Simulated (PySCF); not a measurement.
**Working out the ionisation energy of N**

N [He] 2s2 2p3 (4S) → N⁺ [He] 2s2 2p2 (3P). All numbers are calculated (PySCF 2.14, no relativity, point nucleus, in aug-cc-pVQZ (6s5p4d3f2g, 80 functions)). Frozen: 1s2. Energies in hartree (1 hartree = 27.21139 eV):

```tsv
part	N (lower)	N⁺ (upper)
UHF	-54.403820	-53.893227
CCSD correlation	-0.118792	-0.097578
(T)	-0.002900	-0.001837
```

What does Hartree-Fock give?

(-53.893227) − (-54.403820) = 0.510593 hartree = 13.894 eV.

What do CCSD and CCSD(T) give?

The CCSD correlation energies differ by 0.021214 hartree = 0.577 eV and the triples by 0.001063 hartree = 0.029 eV, so CCSD gives 14.471 eV and CCSD(T) 14.500 eV.

Measured between the centres of the two terms (NIST): 14.545 eV, so CCSD(T) (valence) is off by -0.045 eV.

What remains against the reference includes basis incompleteness, the frozen core and higher excitations.
